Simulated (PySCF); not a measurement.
# A diatomic session: SF−

One table from this session's results is given with a row withheld; the runs are named, their logs left out.

Method: S def2-TZVPPD, F def2-TZVPPD, no relativity; program: PySCF 2.14.0.

The first run:

The job is set up so:

| Item | Value |
| --- | --- |
| atoms | S, F |
| charge | -1 |
| basis | S def2-TZVPPD, F def2-TZVPPD |
| Hamiltonian | no relativity |
| basis functions | 91 |
| electrons treated | 26 |
| masses in u | 31.9721, 18.9984 |
| levels | PBE0, PBE, r²SCAN, r²SCANh, MN15, PBEsol, revPBE, TPSSh, ωB97X-V, HF, MP2, SCS-MP2, CCSD, CCSD(T) |
| grid | 80 radial by 434 angular points |
| occupations | held fixed by the projection of orbital angular momentum |
| dissociation limit | S + F−, each in its ground configuration |
| starting distance in angstrom | 1.700 |
| values of 2S to try | 0, 2 |

The run is started by

```bash
OMP_NUM_THREADS=2 python dia.py task.json out
```

Among the steps run: Set-up; PBE0 along the bond; Excited determinants; PBE (GGA); r²SCAN; r²SCANh; MN15; PBEsol (GGA); revPBE; TPSSh (hybrid meta-GGA); ωB97X-V (range-separated hybrid); RHF; Correlated methods on the Hartree–Fock reference.

One table of the session follows, with a row left open; its other results are not shown here.

It belongs to the step «The curves together». Energy (eV) from each level's lowest point:

```
R (Å)    RHF  RHF-MP2  RHF-SCS-MP2  RHF-CCSD  RHF-CCSD(T)
1.474  0.700    0.914        0.936       n/a          n/a
1.543  0.269    0.416        0.432     0.404        0.439
1.611  0.057    0.138        0.149     0.132        0.153
1.663  0.000    0.035        0.041     0.032        0.043
1.714      ?        ?            ?         ?            ?
1.765  0.065    0.016        0.011     0.019        0.007
1.834  0.195    0.099        0.086     0.102        0.076
1.920  0.412    0.269        0.246     0.271        0.225
2.022  0.715    0.534        0.499     0.529        0.459
2.160  1.135    0.934        0.885       n/a          n/a
```

Estimate the missing values for R (Å) = 1.714.

Worked estimate for «RHF». A straight line through the neighbours (1.663, 0.000) and (1.765, 0.065) gives 0.000 + (0.065 − 0.000) × (1.714 − 1.663) / (1.765 − 1.663) = 0.033; a parabola fitted to 4 rows on both sides gives 0.010.

**Answer.** RHF: 0.008; RHF-MP2: 0.000; RHF-SCS-MP2: 0.000; RHF-CCSD: 0.000; RHF-CCSD(T): 0.000. In «RHF» the line misses by +0.025 and the parabola by +0.002.
